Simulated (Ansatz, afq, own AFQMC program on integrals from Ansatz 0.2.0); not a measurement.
## Where AFQMC and coupled cluster stand for SiH$_{5}$, doublet

| atom | x (Å) | y (Å) | z (Å) |
| --- | --- | --- | --- |
| Si | -0.0809 | 0.0000 | 0.0000 |
| H | -0.5758 | 1.3997 | 0.0000 |
| H | -0.5758 | -0.6999 | 1.2122 |
| H | -0.5758 | -0.6999 | -1.2122 |
| H | 1.5321 | 0.0000 | 0.0000 |
| H | 2.4491 | 0.0000 | 0.0000 |

Basis cc-pVTZ. Only valence electrons are correlated. Integrals, coupled cluster, full CI and functionals: Ansatz 0.2.0; the random walks run on the same integrals in our own AFQMC program. ph-AFQMC/CISD is guided by a CISD state made of CCSD amplitudes; releasing the constraint for a short imaginary time cuts its bias at the price of noise, slowly where states lie close. Error bars are statistical, one sigma.

Determinant: UHF, the one that the program's search chose, which needn't be the lowest solution. The geometry is a point of a scan.

No full CI on the walks' own integrals is used here; CCSDT(Q) serves as the reference and is uncertain by about the last step of the cluster series.

- T1 diagnostic: 0.0166
- weight of the determinant in the CISD state: 0.901
- ⟨S²⟩ of the determinant: 0.773
- size of the correlated space: 9 electrons in 99 orbitals

```
  level  correlation energy (eV)
    MP2                  -4.2529
   CCSD                  -5.1805
CCSD(T)                  -5.3095
```

Question: Estimate where AFQMC with the constraint released lies against CCSD(T) on the same integrals.

Answer: 2.5 ± 0.4 kJ/mol below CCSD(T).

Reference: CCSDT(Q), correlation energy -5.339 eV. The released energy is read at 2.40 1/Eh (meV from the phaseless value at times in 1/Eh: -1.6 ± 2.4 at 0.24, -2 ± 3 at 0.51, -3 ± 3 at 0.99, -1 ± 3 at 1.62, 0 ± 4 at 2.40).

```
         level  E − E(reference) (kJ/mol)  share of correlation (%)
       CCSD(T)                        2.9                     99.44
         CCSDT                        0.4                     99.93
 ph-AFQMC/CISD                  0.4 ± 0.3                     99.92
released AFQMC                  0.4 ± 0.4                     99.93
```

A walk keeps the symmetry of its determinant, which the program's search chose and which needn't be the lowest solution, so a lower state of the same spin and another symmetry isn't excluded. Released energies are given only where the last usable release times agree within the noise; a slower fall can still hide under it.
